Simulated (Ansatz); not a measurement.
## Relative stability

Two relaxed structures of CH3SSi (charge +1), singlet (PBE0-D4/def2-TZVP; forces vanish, vibrations not checked).

A:

```
6
angstrom
C 0.5546 0.2787 -0.5338
Si 1.7786 -1.0964 -0.8103
S -0.5973 0.6647 0.5705
H 0.4879 0.9559 -1.3981
H 2.8411 -0.1438 -0.2873
H -0.3439 -0.2794 1.5066
```

B:

```
atom    x (Å)    y (Å)    z (Å)
  C1   0.4869   0.2709  -0.5354
 Si2   1.8324  -0.7751  -0.8599
  S3  -0.9893   0.1489   0.3436
  H4   0.4921   1.2088  -1.1007
  H5  -1.1636  -1.1829   0.5007
  H6  -0.6585   0.3294   1.6517
```

Computed with Ansatz 0.2.0 (basis: def2-TZVPP); correlated methods freeze the cores. B3LYP uses VWN-RPA correlation.

Question: Which structure is lower at CCSD(T), and by how much? (An estimate is asked for; the value comes from the calculation.)

Answer: By the calculation: A, by 1.18 kcal/mol (electronic energy, against the other). By their contacts, A is CH₃SSi ([SiH][CH][SH]), total charge +1 and B is CH₃SSi ([Si][CH][SH2]), total charge +1.

Question: Do the other methods give the same order? (A judgement: the text doesn't fix the answer.)

Answer: The calculation gives: Not all: MP2 gives the other order.

```
   method  E(B) − E(A) (kcal/mol)
   PBE-D4                    3.77
r2SCAN-D4                    4.22
  PBE0-D4                    1.44
 B3LYP-D4                    3.28
  wB97M-V                    0.05
       HF                    2.32
      MP2                   -2.47
     CCSD                    0.54
  CCSD(T)                    1.18
```

T1 diagnostic: at most 0.024. The restricted Hartree–Fock reference is unstable towards an unrestricted one at one or more of these structures.

Labels in which every atom is bracketed show which atoms are joined, not bond orders.

For scale, one of the runs: CCSD(T)/def2-TZVPP, 157 basis functions, launched by `ansatz run in.yaml --threads 2 --pin off --events-out ev --progress --plain --max-ram 4352MiB`. The run took 11 s on 2 CPU threads of an Arm Neoverse V2 (shared host), with 0.99 GiB of host memory at its peak.
